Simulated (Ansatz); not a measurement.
Input file:

```yaml
crystal:
  periodic: [false, false, false]
  atoms:
    - {symbol: B, position_ang: [-0.012962, -1.108380, 1.880022]}
    - {symbol: Ge, position_ang: [-0.013795, 0.218586, 0.511964]}
    - {symbol: Cl, position_ang: [0.034169, -0.159555, -1.638123]}
    - {symbol: H, position_ang: [-0.068608, 1.747469, 0.557950]}
basis:
  gaussian: {orbitals: cc-pVDZ}
magnetization: {spin_polarized: false, initial_magnetization: 3}
hamiltonian: {xc: hf}
output: {forces: true, orbitals: {seedname: orbitals}}
```

```sh
$ ansatz run in.yaml --threads 1 --pin off --events-out ev --progress --plain --max-ram 2393MiB
```

(1) Roughly how long does this take on 1 thread of Intel Xeon, shared host, and how much host memory?

```
698 factors; integrals over basis functions are off by at most 9.8e-4 eV
mean field evaluation 1: about -69658.8113 eV, gradient 1.4e1 eV
mean field evaluation 2: about -69658.8434 eV, gradient 1.4e1 eV
mean field evaluation 4: about -69660.9105 eV, gradient 2.8e0 eV
mean field evaluation 8: about -69661.1218 eV, gradient 3.6e-1 eV
mean field evaluation 16: about -69581.9961 eV, gradient 1.9e2 eV
mean field -69661.12498452 eV, -2559.9991251746 hartree, gradient 6.0e-5 eV, S^2 3.750000; 0 other end points of the search recorded, 0 dependent functions left out
the calculation of the forces begins
reference -69661.12498452 eV, -2559.9991251746 hartree; 29, 26 occupied and 35, 38 virtual orbitals, 698 factors
Total energy: -69661.12498452 eV, -2559.9991251746 hartree
Atom 0 at    -0.012962    -1.108380     1.880022 Å, force     0.010603    -0.062323    -0.009789 eV/Å
Atom 1 at    -0.013795     0.218586     0.511964 Å, force    -0.027007     0.274243    -0.355821 eV/Å
Atom 2 at     0.034169    -0.159555    -1.638123 Å, force     0.002973    -0.060567     0.279997 eV/Å
Atom 3 at    -0.068608     1.747469     0.557950 Å, force     0.013431    -0.151353     0.085613 eV/Å
Dipole moment:    -0.010459     0.314673     0.221772 e Å
```

Forces (eV/Å):
```
B    0.011 -0.062 -0.010
Ge  -0.027  0.274 -0.356
Cl   0.003 -0.061  0.280
H    0.013 -0.151  0.086
```

Results:

(1) 7.5 s wall and 0.21 GiB.
